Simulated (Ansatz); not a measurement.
Isolated molecules relaxed with PBE0-D4/def2-TZVP in Ansatz; ΔE leaves out vibrations. CBS: MP2 limit from def2 TZ/QZ plus the TZ coupled-cluster correction, frozen cores. This one scheme is used for every species. Functionals use def2-TZVPP. HSE06 is defined as in plane-wave codes. One conformer a species, not always the lowest.

`CC#CC(F)F` + H₂S → `CC#CS` + `FCF`  (substitution at a C–C bond)

(1) Is it downhill or uphill in electronic energy at CCSD(T)/CBS, and by how much? (Best estimate.)

(2) What do these levels give: LDA (SPW92), HSE06-D4, ωB97X-V, ωB97M-V, B2PLYP, r2SCAN, PBE0, r2SCANh, HSE06, BHLYP, MP2/def2-SVP, HF/CBS(def2)? (Best estimate.)

Largest T1 diagnostic among the species: 0.012.

## Answers

(1) Computed: Uphill: ΔE = +3.5 kcal/mol.

(2) The calculation gave: LDA (SPW92) 3.8, HSE06-D4 2.4, ωB97X-V 3.7, ωB97M-V 4.1, B2PLYP 2.9, r2SCAN 3.0, PBE0 2.5, r2SCANh 3.0, HSE06 2.4, BHLYP 3.3, MP2/def2-SVP 5.5, HF/CBS(def2) 3.7 kcal/mol.

Leaving LDA and LC-ωPBE aside and taking each functional with its dispersion term where it has one, the values, not all of them listed here, spread over 2.2 kcal/mol, from revPBE-D4 to ωB97M-V. LDA lies +1.5 kcal/mol from PBE without D4. At CCSD(T), def2-SVP lies +2.6 kcal/mol from the extrapolated value and def2-TZVPP +0.5 kcal/mol.
